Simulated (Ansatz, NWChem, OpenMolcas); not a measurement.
**Predicting a hybrid from its neighbours: C2H3F**

C2H3F has 6 atoms, charge 0, and is taken as a singlet. As SMILES, `C=CF`. The coordinates come from a PBE0-D4/def2-TZVP relaxation.

The HOMO–LUMO gap y, in eV, basis def2-TZVP; a is the functional's share of exact exchange. Programs: Ansatz 0.2.0, NWChem 7.3.0, OpenMolcas 26.06.

| functional | program | a | y (eV) |
| --- | --- | --- | --- |
| revPBE | Ansatz | 0 | 5.73 |
| TPSS | NWChem | 0 | 5.94 |
| B3LYP | Ansatz | 0.2 | 7.51 |
| PBE0 | Ansatz | 0.25 | ? |
| mPW1PW91 | OpenMolcas | 0.25 | 8.03 |
| BHLYP | Ansatz | 0.5 | 10.22 |

Task: Fit y = c + s·a to the known rows and predict PBE0.

Result: 
1. Means of the 5 rows: a = 0.1900, y = 7.486.
2. Σ(Δa)² = 0.172, Σ(Δa·Δy) = 1.5078, so the slope is 1.5078/0.172 = 8.7663.
3. Intercept: 7.486 − (8.7663) × 0.1900 = 5.820. The largest residual of the fit is 0.12.
4. PBE0: 5.820 + (8.7663) × 0.25 = 8.01 eV.

The run gave 8.02 eV, so the prediction is off by -0.01 eV, within the scatter of the fit. Exact exchange lowers occupied levels and raises empty ones. The rows mix families of semi-local functionals, which the line can't see.
